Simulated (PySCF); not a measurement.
Orbital picture of NaO⁻

LC-ωPBE at R = 2.152 Å; basis Na aug-cc-pVDZ, O aug-cc-pVDZ; no relativity; PySCF 2.14. State: ³Π (triplet), unpaired electrons σ ↑, π ↑. Only the outer orbitals are listed, counted within each symmetry.

| spin | orbital | occ. | ε (eV) | on Na (%) | main shells (%) |
| --- | --- | --- | --- | --- | --- |
| α | 1π | 1 | -29.57 | 100 | 100 Na p |
| α | 1π | 1 | -29.55 | 100 | 100 Na p |
| α | 4σ | 1 | -29.43 | 100 | 100 Na p |
| α | 5σ | 1 | -21.37 | 1 | 99 O s |
| α | 2π | 1 | -6.89 | 1 | 99 O p |
| α | 6σ | 1 | -5.26 | 4 | 96 O p |
| α | 2π | 1 | -4.94 | 1 | 99 O p |
| α | 7σ | 1 | -0.80 | 103 | 77 Na s, 25 Na p |
| α | 3π | 0 | 2.08 | 100 | 100 Na p |
| α | 3π | 0 | 2.09 | 100 | 100 Na p |
| α | 8σ | 0 | 2.24 | 99 | 97 Na p |
| β | 1π | 1 | -29.55 | 100 | 100 Na p |
| β | 1π | 1 | -29.53 | 100 | 100 Na p |
| β | 4σ | 1 | -29.40 | 100 | 100 Na p |
| β | 5σ | 1 | -19.34 | 1 | 99 O s |
| β | 6σ | 1 | -4.50 | 5 | 95 O p |
| β | 2π | 1 | -4.25 | 2 | 98 O p |
| β | 2π | 0 | 2.14 | 100 | 100 Na p |
| β | 3π | 0 | 2.15 | 100 | 100 Na p |
| β | 7σ | 0 | 2.25 | 100 | 99 Na p |

Problem. Which are the highest filled and the lowest empty level, where do they sit, and how wide is the gap?

Solution. Highest filled α 7σ at -0.80 eV (in %: 77 Na s, 25 Na p); lowest empty α 3π at 2.08 eV (in %: 100 Na p); the gap at LC-ωPBE is 2.88 eV. An empty level above zero is unbound, and its energy depends on the basis.

```
bond order (Mayer)                                                                                                : 0.18
⟨S²⟩                                                                                                              : 2.004
charge on Na (Mulliken, basis-dependent)                                                                          : -0.15
charge on Na (Löwdin, basis-dependent)                                                                            : -0.21
dipole moment (positive dipole points towards O; it is taken about the centre of mass and depends on that origin) : 3.58 D
```

Shares are Mulliken populations and can fall outside 0 to 100 %.

The state was picked by a PBE0 search and need not be the measured ground state.
